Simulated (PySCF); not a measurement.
Consider 3-butenenitrile, `C=CCC#N` (C4H5N). Optimised structure (Å), atoms numbered from 1:
```
C    -1.6135    0.1059   -0.4857
C    -0.6002   -0.0098    0.3700
C     0.7859   -0.4451   -0.0224
C     1.8056    0.5367    0.3399
N     2.6001    1.3224    0.6401
H    -1.4909   -0.0997   -1.5538
H    -2.6063    0.4124   -0.1476
H    -0.7490    0.2131    1.4321
H     1.0464   -1.3941    0.4788
H     0.8446   -0.6308   -1.1065
```

Energies: ωB97X-D3(BJ)/ma-def2-TZVP (PySCF, density fitting, integration grid level 2) on PBE0-D3(BJ)/def2-SVP structures. ωB97X-D3(BJ) is ωB97X-V with D3(BJ) in place of VV10. Zero-point and thermal terms (298.15 K, 1 bar) come from unscaled PBE0-D3(BJ)/def2-SVP harmonic frequencies, with soft modes damped to free rotors in the entropy.

What are the vertical and the adiabatic ionisation energy for forming the radical cation?

10.66 eV vertical and 10.34 eV adiabatic, the latter with zero-point energy.

Where does the unpaired spin of the relaxed radical cation sit?

C1 (alkene carbon) 0.54, C2 (alkene carbon) 0.27, N5 (nitrile nitrogen) 0.24 (intrinsic atomic orbital populations).

What oxidation potential follows in dichloromethane (IEF-PCM), given that Fc+/Fc comes at 4.70 V absolute with this functional and basis?

In the gas phase ΔG of oxidation is 10.318 eV, and solvation is -26.4 kJ/mol for the parent and -256.6 kJ/mol for the product, so the absolute potential is 7.93 V, or 3.23 V against Fc+/Fc. Fc+/Fc in dichloromethane, 4.70 V, is ωB97X-D3(BJ)/ma-def2-TZVP on PBE0-D3(BJ)/def2-SVP structures with GFN2-xTB thermal terms. Benchmark calculations put it near 5.0 V in acetonitrile and DMSO, so it is about 0.3 V low, and the value against it can read up to that much too high. The solvent is electrostatics only, on gas-phase structures; the absolute scale refers to an electron at rest in vacuum.

How far is −ε(HOMO) from the vertical value by ΔSCF?

−ε(HOMO) = 10.71 eV, which is 0.05 eV above the ΔSCF value.
